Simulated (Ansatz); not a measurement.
fcc Cu: PBE at its full settings (plane-wave cutoff 520 eV, 26×26×26 k mesh, Fermi–Dirac smearing 0.05 eV, no spin polarisation, scalar-relativistic PAW data made under PBE) and at cheaper ones, in a cell of 1 atom with Γ-centred meshes.

```json
[
 {"level and setting": "PBE (Ansatz)", "lattice constant a (Å)": "3.629", "bulk modulus B0 (GPa)": "141"},
 {"level and setting": "PBE (Γ point alone) (Ansatz)", "lattice constant a (Å)": "3.296", "bulk modulus B0 (GPa)": "519"},
 {"level and setting": "PBE (2×2×2 k mesh) (Ansatz)", "lattice constant a (Å)": "3.851", "bulk modulus B0 (GPa)": "102"},
 {"level and setting": "PBE (4×4×4 k mesh) (Ansatz)", "lattice constant a (Å)": "3.643", "bulk modulus B0 (GPa)": "140"},
 {"level and setting": "PBE (6×6×6 k mesh) (Ansatz)", "lattice constant a (Å)": "(withheld)", "bulk modulus B0 (GPa)": "(withheld)"},
 {"level and setting": "PBE (Fermi-Dirac smearing of 0.3 eV) (Ansatz)", "lattice constant a (Å)": "3.633", "bulk modulus B0 (GPa)": "139"}
]
```

### Question
Complete the blanks.

### Answer

- PBE (6×6×6 k mesh) (Ansatz, a program for electronic structure), lattice constant a (Å): 3.639
- PBE (6×6×6 k mesh) (Ansatz), bulk modulus B0 (GPa): 139

Largest shifts from the full settings: lattice constant a -9.18 % (PBE (Γ point alone)), against a difference of +0.95 % of the full result from the reference 3.595 Å (measured, low-temperature or extrapolated to 0 K; zero-point anharmonic expansion removed; as tabulated in Csonka et al. (2009), arXiv:0903.4037); bulk modulus +268 % (PBE (Γ point alone)), against a difference of -2.1 % of the full result from the reference 144 GPa (measured, 0 K value with the zero-point phonon effect removed, sources range from 140 to 145; as tabulated in Mejia-Rodriguez and Trickey (2018), arXiv:1807.09216).

Ansatz's density-functional and Hartree–Fock values are scalar-relativistic unless marked +SOC, with PAW data made under PBE.

Run with cheap settings on purpose, which may leave them unconverged: PBE (2×2×2 k mesh), PBE (4×4×4 k mesh), PBE (6×6×6 k mesh), PBE (Fermi-Dirac smearing of 0.3 eV), PBE (Γ point alone).
